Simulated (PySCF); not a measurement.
Some computed properties have been withheld. Give your best values.

Species: 1,4-dimethoxybenzene, C₈H₁₀O₂.
Bonds: C1–O2, O2–C3, C3–C4 (aromatic), C4–C5 (aromatic), C5–C6 (aromatic), C6–O7, O7–C8, C6–C9 (aromatic), C9–C10 (aromatic), C3–C10 (aromatic). Hydrogens: H11, H12, H13 on C1; H14 on C4; H15 on C5; H16, H17, H18 on C8; H19 on C9; H20 on C10.

Conformer (atom-mapped SMILES and torsion angles): `[CH3:1][O:2][c:3]1[cH:4][cH:5][c:6]([O:7][CH3:8])[cH:9][cH:10]1`: C1–O2–C3–C4 180°, C5–C6–O7–C8 0°.

```json
{"property": "point group", "level": "PBE0-D3(BJ)/def2-SVP", "value": "?"}
{"property": "rotational constants A, B, C", "level": "PBE0-D3(BJ)/def2-SVP", "value": "4.541, 0.695, 0.608 GHz"}
{"property": "dipole moment", "level": "PBE0/def2-SVPD", "value": "?"}
{"property": "HOMO energy", "level": "PBE0/def2-SVPD", "value": "-5.84 eV"}
{"property": "LUMO energy", "level": "PBE0/def2-SVPD", "value": "-0.29 eV"}
{"property": "lowest singlet excitation", "level": "TDDFT PBE0/def2-SVPD", "value": "?"}
{"property": "strongest line among the 10 lowest singlet transitions", "level": "TDDFT PBE0/def2-SVPD", "value": "S8 at 6.79 eV (183 nm, f = 0.728)"}
{"property": "lowest triplet excitation (Tamm–Dancoff)", "level": "TDA PBE0/def2-SVPD", "value": "3.59 eV"}
{"property": "static isotropic polarisability", "level": "PBE0/def2-SVPD", "value": "?"}
{"property": "vertical ionisation energy", "level": "ΔSCF PBE0/def2-SVPD", "value": "?"}
{"property": "electronic spatial extent ⟨r²⟩ about the centre of nuclear charge", "level": "PBE0/def2-SVPD", "value": "1840 bohr²"}
{"property": "13C chemical shifts (computed TMS as zero) by class", "level": "GIAO PBE0/pcSseg-1", "value": "157.8 (C3/C6), 117.7 (C4/C5/C9/C10), 53.8 (C1/C8) ppm"}
{"property": "1H chemical shifts (computed TMS as zero) by class", "level": "GIAO PBE0/pcSseg-1", "value": "6.79 (H14/H15/H19/H20), 3.61 (H11/H12/H13/H16/H17/H18) ppm"}
{"property": "isotropic shieldings of nuclei other than C and H, by class", "level": "GIAO PBE0/pcSseg-1", "value": "?"}
```

Gas-phase values; electronic properties from PySCF, density fitting. Geometry: PBE0-D3(BJ)/def2-SVP, one conformer, isolated molecule. NMR classes are plain means over equivalent atoms (diastereotopic ones count apart unless rotation or inversion swaps them), as if these changed places fast; in this geometry the members of some classes differ.

Problem. Give the point group.

Solution. C2h.

Problem. The vertical ionisation energy?

Solution. 7.56 eV.

Problem. What are the isotropic shieldings of nuclei other than C and H, by class?

Solution. 243 (O2/O7) ppm.

Problem. The lowest singlet excitation?

Solution. 4.66 eV (266 nm, f = 0.059).

Problem. The static isotropic polarisability?

Solution. 105.8 au.

Problem. Give the dipole moment.

Solution. 0.00 D.

The polarisability is 15.67 Å³ as a volume (1 au = 0.148185 Å³), or 1.43 au for each of the 74 electrons. The vertical singlet–triplet gap S1 − T1 is 1.07 eV (TDDFT singlet less Tamm–Dancoff triplet; S1: HOMO→LUMO, weight 0.91; T1: HOMO→LUMO, weight 0.90). The ΔSCF ionisation energy exceeds −ε(HOMO) by 1.72 eV with PBE0. Point group C2h forbids a permanent dipole, so the rigid molecule has no electric-dipole pure rotational spectrum. With B = h/(8π²I), that is 505.379 GHz u Å² over I, the principal moments of inertia are 111.3, 727.0 and 831.8 u Å² (most abundant isotopes); the inertial defect Ic − Ia − Ib is -6.5 u Å² (zero for a rigid planar frame, negative otherwise). The principal polarisabilities are 66.7, 102.4 and 148.2 au; their mean is the isotropic value.
